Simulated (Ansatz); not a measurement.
# C3H2ClF: the cost of one run

Computed with Ansatz 0.2.0 through its Python package. The levels of theory stand in the script.

**1. The system**

Bond lengths: C1–C2 1.325 Å, C2–C3 1.301 Å, C3–F4 1.368 Å, C3–Cl5 1.702 Å, C1–H6 1.016 Å, C1–H7 1.093 Å. Angles: C1–C2–C3 178.2°, C2–C1–H6 122.9°, C2–C1–H7 115.9°, H6–C1–H7 121.0°, C2–C3–F4 122.0°, C2–C3–Cl5 117.9°, F4–C3–Cl5 119.7°.

c3h2clf.xyz, read by the script:

```xyz
7

C    -0.33260   -1.06850    0.82030
C    -0.01970   -0.08090   -0.00610
C     0.31620    0.86360   -0.83500
F     0.77470    0.59220   -2.09450
Cl    0.36920    2.45840   -0.24420
H     0.34890   -1.51890    1.42460
H    -1.39540   -1.31390    0.88920
```

**2. The script**

c3h2clf.py

```python
"""Size of D3 and D4 in C3H2ClF."""

import ansatz

BASIS = "def2-SVP"

molecule = ansatz.Crystal.molecule_from_extxyz("c3h2clf.xyz")

job = molecule.calculation().basis(gaussian=BASIS)
for name in ["blyp", "revpbe"]:
    for correction in ("d3bj", "d4"):
        r = job.functional(name, dispersion=correction).run(threads=1).report
        print(f"{name:8s} {correction:5s} total {r['free_energy_ev']:.5f} eV, of which dispersion {1000 * r['dispersion']['energy']['ev']:.2f} meV")
```

**3. The calls as engine input**

The engine receives this input (first run):

```yaml
crystal:
  periodic: [false, false, false]
  atoms:
    - { symbol: C, position_ang: [-0.3326, -1.0685, 0.8203] }
    - { symbol: C, position_ang: [-0.0197, -0.0809, -0.0061] }
    - { symbol: C, position_ang: [0.3162, 0.8636, -0.835] }
    - { symbol: F, position_ang: [0.7747, 0.5922, -2.0945] }
    - { symbol: Cl, position_ang: [0.3692, 2.4584, -0.2442] }
    - { symbol: H, position_ang: [0.3489, -1.5189, 1.4246] }
    - { symbol: H, position_ang: [-1.3954, -1.3139, 0.8892] }
basis:
  gaussian:
    orbitals: def2-SVP
hamiltonian:
  xc: blyp
  dispersion: d3bj
```

**4. The run**

Started as:

```
$ python c3h2clf.py
```

What time and memory should one allow on 1 thread of AMD EPYC 7B13 (Zen 3), shared host?

About 5.6 s, with a peak of 0.18 GiB.
